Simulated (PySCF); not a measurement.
Molecule: `C/N=C/CC#N`, C4H6N2.

Geometry (Å), atoms numbered from 1 in this order:
```xyz
12

C     2.1712   -0.2539   -0.0839
N     0.8306   -0.2910    0.4265
C    -0.1310   -0.2156   -0.3844
C    -1.5573   -0.2704    0.1011
C    -2.3470    0.8628   -0.3683
N    -2.9564    1.7658   -0.7580
H     2.7038   -1.1660    0.2291
H     2.2359   -0.1619   -1.1859
H     2.7086    0.5909    0.3754
H     0.0109   -0.1181   -1.4806
H    -2.0400   -1.1955   -0.2598
H    -1.5524   -0.2983    1.2008
```

Geometry PBE0-D3(BJ)/def2-SVP throughout; GIAO in PySCF 2.14, gas phase, one conformer, non-relativistic; equivalent atoms averaged; functional PBE0.

Problem. How do the absolute shieldings σ depend on the basis set? (ppm; last column core-seconds on 1 thread of an Arm Neoverse V1, shared host)

Solution. 
| basis set | functions | C3 | C5 | C1 | C4 | N2 | N6 | H10 | H7/H8/H9 | H11/H12 | core-s |
| --- | --- | --- | --- | --- | --- | --- | --- | --- | --- | --- | --- |
| STO-3G | 36 | 115.5 | 143.1 | 189.2 | 206.4 | 12.8 | 68.8 | 25.69 | 29.45 | 29.48 | 2.6 |
| 6-31G | 66 | 50.1 | 85.3 | 150.8 | 172.2 | -98.8 | -8.6 | 24.39 | 28.78 | 29.34 | 4.9 |
| pcSseg-0 | 66 | 27.3 | 61.6 | 138.9 | 162.1 | -146.5 | -51.5 | 25.23 | 28.88 | 29.54 | 4.4 |
| 6-31G* | 96 | 47.5 | 88.3 | 146.6 | 168.8 | -78.2 | -4.4 | 24.47 | 28.60 | 29.08 | 6.7 |
| def2-SVP | 114 | 42.9 | 83.6 | 146.4 | 169.7 | -92.5 | -14.0 | 24.09 | 28.08 | 28.55 | 7.7 |
| cc-pVDZ | 114 | 45.0 | 86.0 | 148.4 | 169.8 | -88.4 | -9.7 | 23.88 | 27.95 | 28.46 | 8.9 |
| aug-cc-pVDZ | 192 | 40.9 | 81.6 | 147.5 | 168.6 | -86.0 | -7.3 | 23.49 | 27.85 | 28.18 | 18 |
| 6-311+G(2d,p) | 198 | 28.8 | 67.2 | 137.1 | 160.0 | -111.5 | -32.3 | 23.70 | 28.08 | 28.39 | 18 |
| def2-TZVP | 222 | 27.4 | 66.9 | 136.6 | 159.3 | -115.7 | -35.0 | 23.70 | 28.06 | 28.39 | 22 |
| cc-pVTZ | 264 | 29.6 | 69.2 | 137.6 | 160.4 | -113.6 | -33.6 | 23.56 | 27.88 | 28.20 | 28 |
| IGLO-III | 270 | 20.8 | 61.7 | 132.7 | 156.0 | -124.4 | -41.5 | 23.59 | 27.93 | 28.19 | 27 |

Problem. Which nucleus moves most, in ppm?

Solution. N2 (imine nitrogen): from -146.5 ppm with pcSseg-0 to 12.8 ppm with STO-3G. The smallest spread is 1.36 ppm, at H11/H12. Proton shifts span only some 12 ppm, so a few tenths of a ppm matter as much there as several ppm in carbon.

Problem. Taking the largest basis, IGLO-III (270 functions), as the yardstick, rank the others by their worst heavy-atom deviation.

Solution. def2-TZVP 8.8 ppm (222 functions), cc-pVTZ 10.8 ppm (264 functions), 6-311+G(2d,p) 12.9 ppm (198 functions), pcSseg-0 22.1 ppm (66 functions), def2-SVP 31.9 ppm (114 functions), 6-31G 32.9 ppm (66 functions), cc-pVDZ 36.0 ppm (114 functions), aug-cc-pVDZ 38.4 ppm (192 functions), 6-31G* 46.2 ppm (96 functions), STO-3G 137.2 ppm (36 functions).

A small basis that lands close on one nucleus may do so by chance; judge by the trend and by all nuclei.
